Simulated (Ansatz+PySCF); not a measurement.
Values are calculated unless marked as measured or tabulated.
**Several solutions for triplet O2**

```xyz
2

O     0.0000    0.0000   -1.0992
O     0.0000    0.0000    1.0992
```

Basis set: STO-3G (spherical functions). Charge 0, multiplicity 3.

PBE0 (unrestricted) was run from several starts with Ansatz (development build ahead of 0.2.0) and PySCF 2.14.0.

```json
{"run": "A", "program": "Ansatz", "start": "search for the lowest state", "converged": "yes", "energy (hartree)": "-147.93195", "<S²>": "2.85"}
{"run": "B", "program": "PySCF", "start": "program defaults", "converged": "yes", "energy (hartree)": "-147.83155", "<S²>": "2.00"}
{"run": "C", "program": "Ansatz", "start": "stability test followed", "converged": "yes", "energy (hartree)": "-147.93195", "<S²>": "2.85"}
{"run": "D", "program": "Ansatz", "start": "atomic start, no search", "converged": "yes", "energy (hartree)": "-147.83154", "<S²>": "2.00"}
```

(1) Which runs reached the lowest solution of this kind, and what is wrong with the others?

## Answers

(1) A, C reached the lowest solution found. Converged but too high: B by 2.73 eV, D by 2.73 eV. Convergence only shows a stationary point, and even a stable one can lie too high; stability tests and further starts are what find lower ones. Caution: the unrestricted determinant is a mixture of spin states.
